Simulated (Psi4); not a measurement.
# MP2-F12/cc-pVDZ-F12 (density fitting, density fitting for correlation) run of P2H2 (phosphanylidenephosphane)

What is the energy difference between two shapes of P2H2 (phosphanylidenephosphane) at MP2-F12/cc-pVDZ-F12 (density fitting, density fitting for correlation)? 

The results are computed with Psi4 1.11.

1 further run of the same task is left out (it didn't finish).

### 1 The structure to begin with

P2H2: 4 atoms, total charge 0, spin state singlet. As SMILES, `[H]/P=P/[H]`. Geometry: relaxed at GFN2-xTB.

Bond lengths: P1–P2 2.016 Å, P1–H3 1.403 Å, P2–H4 1.403 Å. Angles: P1–P2–H4 94.8°, P2–P1–H3 94.8°.

### 2 A single-point energy at MP2-F12/cc-pVDZ-F12 (density fitting, density fitting for correlation)

The input, calc.inp:

```
memory 1600 MB

molecule {
  0 1
  P     -0.024370    -1.003630     0.088350
  P      0.024420     1.003540    -0.088260
  H      1.037260    -1.067570     1.003320
  H     -1.037310     1.067660    -1.003410
  units angstrom
}

set globals {
  basis       cc-pVDZ-F12
  scf_type    df
  freeze_core true
}

energy('mp2-f12')
```

Run with:

```sh
$ psi4 calc.inp calc.out -n 1
```

calc.out (excerpt; [...] marks lines left out):

```text
[...]
  Running in c1 symmetry.
[...]
  Nuclear repulsion =   76.759456495580409
[...]
  Multiplicity = 1
[...]
  Nalpha       = 16
  Nbeta        = 16
[...]
    Number of basis functions: 96
[...]
   @DF-RHF iter   1:  -682.61756058205060   -4.47938e-01   2.47899e-03 ADIIS/DIIS
[...]
   @DF-RHF iter  11:  -682.64529099710865   -1.13687e-12   2.84353e-09 DIIS
[...]
    Orbital Energies [Eh]
    ---------------------
    Doubly Occupied:
       1A    -79.965759     2A    -79.965744     3A     -7.508082
       4A     -7.507696     5A     -5.400749     6A     -5.399977
       7A     -5.399893     8A     -5.399750     9A     -5.399451
      10A     -5.399061    11A     -0.915373    12A     -0.724038
      13A     -0.492541    14A     -0.490717    15A     -0.368135
      16A     -0.356490
[...]
  @DF-RHF Final Energy:  -682.64529099710865
   => Energetics <=
    Nuclear Repulsion Energy =             76.7594564955804088
    One-Electron Energy =               -1097.4225843811348113
    Two-Electron Energy =                 338.0178368884457996
    Total Energy =                       -682.6452909971086456
[...]
 Multipole Moments:
 ------------------------------------------------------------------------------------
     Multipole            Electronic (a.u.)      Nuclear  (a.u.)        Total (a.u.)
 ------------------------------------------------------------------------------------
 L = 1.  Multiply by 2.5417464519 to convert [e a0] to [Debye]
 Dipole X            :          0.0001379           -0.0000937            0.0000442
 Dipole Y            :         -0.0002036            0.0001686           -0.0000349
 Dipole Z            :          0.0002111           -0.0001686            0.0000424
 Magnitude           :                                                    0.0000705
[...]
```

Run time: 19 s. Hardware: 1 thread of Intel Xeon 6975P-C (Granite Rapids), shared host; peak memory 1.3 GiB.

### 3 The distorted shape at the same level

The input, input.in:

```
memory 1600 mb

molecule system {
  0 1
  P      0.11795104    -2.13841219     0.01601165
  P      0.19884454     1.70829541     0.14161230
  H      2.10297038    -2.23161160     1.69856143
  H     -1.60009158     1.72019690    -2.07623264
  units bohr
}

set {
  basis cc-pVDZ-F12
  reference rhf
  scf_type df
  freeze_core true
}

E = energy('mp2-f12')
```

Run with:

```sh
$ psi4 -n 1 input.in input.out
```

input.out (excerpt; [...] marks lines left out):

```text
[...]
  Running in c1 symmetry.
[...]
  Nuclear repulsion =   76.024154490400065
[...]
  Multiplicity = 1
[...]
  Nalpha       = 16
  Nbeta        = 16
[...]
    Number of basis functions: 96
[...]
   @DF-RHF iter   1:  -682.60911693245134   -4.84659e-01   2.44001e-03 ADIIS/DIIS
[...]
   @DF-RHF iter  12:  -682.63535014577701   -1.13687e-11   6.25368e-09 DIIS
[...]
    Orbital Energies [Eh]
    ---------------------
    Doubly Occupied:
       1A    -79.975243     2A    -79.965969     3A     -7.514801
       4A     -7.508064     5A     -5.406896     6A     -5.406617
       7A     -5.405952     8A     -5.400278     9A     -5.399856
      10A     -5.399395    11A     -0.911135    12A     -0.711534
      13A     -0.500312    14A     -0.461755    15A     -0.379021
      16A     -0.350958
[...]
  @DF-RHF Final Energy:  -682.63535014577701
   => Energetics <=
    Nuclear Repulsion Energy =             76.0241544904000648
    One-Electron Energy =               -1095.9234384252040400
    Two-Electron Energy =                 337.2639337890270212
    Total Energy =                       -682.6353501457770108
[...]
 Multipole Moments:
 ------------------------------------------------------------------------------------
     Multipole            Electronic (a.u.)      Nuclear  (a.u.)        Total (a.u.)
 ------------------------------------------------------------------------------------
 L = 1.  Multiply by 2.5417464519 to convert [e a0] to [Debye]
 Dipole X            :         -0.0438817            0.0922596            0.0483779
 Dipole Y            :          0.0152580           -0.0403073           -0.0250493
 Dipole Z            :          0.3218610           -0.2653979            0.0564631
 Magnitude           :                                                    0.0784600
[...]
```

Wall time 17 s (1 thread of Intel Xeon 6975P-C (Granite Rapids), shared host); peak memory 1.3 GiB.

### 4 What came out

At MP2-F12/cc-pVDZ-F12 (density fitting, density fitting for correlation), 10 core orbitals frozen:

```
                                                     quantity          value
                                    first shape: total energy  -682.98246 Eh
             first shape: HOMO energy (Hartree–Fock orbitals)       -9.70 eV
             first shape: LUMO energy (Hartree–Fock orbitals)        0.15 eV
           first shape: HOMO–LUMO gap (Hartree–Fock orbitals)        9.85 eV
    first shape: correlation energy (10 core orbitals frozen)     -332.1 mEh
                                distorted shape: total energy  -682.97618 Eh
         distorted shape: HOMO energy (Hartree–Fock orbitals)       -9.55 eV
         distorted shape: LUMO energy (Hartree–Fock orbitals)        0.07 eV
       distorted shape: HOMO–LUMO gap (Hartree–Fock orbitals)        9.62 eV
distorted shape: correlation energy (10 core orbitals frozen)     -335.9 mEh
                       energy change with the atoms displaced       0.171 eV
```

With the atoms displaced the energy rises by 0.17 eV (16.5 kJ/mol). The first shape isn't relaxed at this level, so the change isn't measured from a minimum.
